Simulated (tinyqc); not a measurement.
Extended Hueckel theory, for SiH3, step by step. One step of it, computed by the program tinyqc.

Task: Wolfsberg-Helmholz matrix. H_ij = K' S_ij (H_ii + H_jj)/2 for i != j (the diagonal keeps H_ii), with K' = K + D^2 + D^4 (1 - K), D = (H_ii - H_jj)/(H_ii + H_jj), K = 1.5.

overlap S, order 1Si 3s, 1Si 3px, 1Si 3py, 1Si 3pz, 2H 1s, 3H 1s, 4H 1s:
$$\begin{pmatrix}
1.000000 & 0.000000 & 0.000000 & 0.000000 & 0.439785 & 0.439898 & 0.439898 \\
0.000000 & 1.000000 & 0.000000 & 0.000000 & 0.539605 & -0.269718 & -0.269718 \\
0.000000 & 0.000000 & 1.000000 & 0.000000 & 0.000000 & 0.467459 & -0.467459 \\
0.000000 & 0.000000 & 0.000000 & 1.000000 & -0.051833 & -0.051854 & -0.051854 \\
0.439785 & 0.539605 & 0.000000 & -0.051833 & 1.000000 & 0.049421 & 0.049421 \\
0.439898 & -0.269718 & 0.467459 & -0.051854 & 0.049421 & 1.000000 & 0.049397 \\
0.439898 & -0.269718 & -0.467459 & -0.051854 & 0.049421 & 0.049397 & 1.000000
\end{pmatrix}$$

diagonal H_ii (eV): 1Si 3s -17.300000, 1Si 3px -9.200000, 1Si 3py -9.200000, 1Si 3pz -9.200000, 2H 1s -13.600000, 3H 1s -13.600000, 4H 1s -13.600000

K = 1.500000

Give: H.

Result:

H (eV), order 1Si 3s, 1Si 3px, 1Si 3py, 1Si 3pz, 2H 1s, 3H 1s, 4H 1s:
$$\begin{pmatrix}
-17.300 & 0.000 & 0.000 & 0.000 & -10.289 & -10.291 & -10.291 \\
0.000 & -9.200 & 0.000 & 0.000 & -9.452 & 4.725 & 4.725 \\
0.000 & 0.000 & -9.200 & 0.000 & 0.000 & -8.188 & 8.188 \\
0.000 & 0.000 & 0.000 & -9.200 & 0.908 & 0.908 & 0.908 \\
-10.289 & -9.452 & 0.000 & 0.908 & -13.600 & -1.008 & -1.008 \\
-10.291 & 4.725 & -8.188 & 0.908 & -1.008 & -13.600 & -1.008 \\
-10.291 & 4.725 & 8.188 & 0.908 & -1.008 & -1.008 & -13.600
\end{pmatrix}$$
